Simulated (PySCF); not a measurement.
All values below come from PBE-D3(BJ)/def2-TZVP // B3LYP-D3(BJ)/def2-TZVP in PySCF. Gas-phase values, no solvent. Excitations are Tamm–Dancoff values on a coarser integration grid. The basis has no diffuse functions, so Rydberg states are missing or too high.

Reference species (SMILES): `B(F)(F)F` (neutral, multiplicity 1).

The HOMO is -10.00 eV, the S1 excitation (TDA) comes out as 9.70 eV and the T1 excitation (TDA) is 9.44 eV. The S1–T1 gap (TDA) is 0.26 eV.

After one change: the HOMO increases by 3.06 eV; the S1 excitation (TDA) drops by 4.40 eV; the T1 excitation (TDA) drops by 4.29 eV; the S1–T1 gap (TDA) drops by 0.11 eV.

Q: What was changed between the two runs? The new species is one of these.
A) `FB(I)I`
B) `FB(F)I`
C) `IB(I)I`

A: B, `FB(F)I`
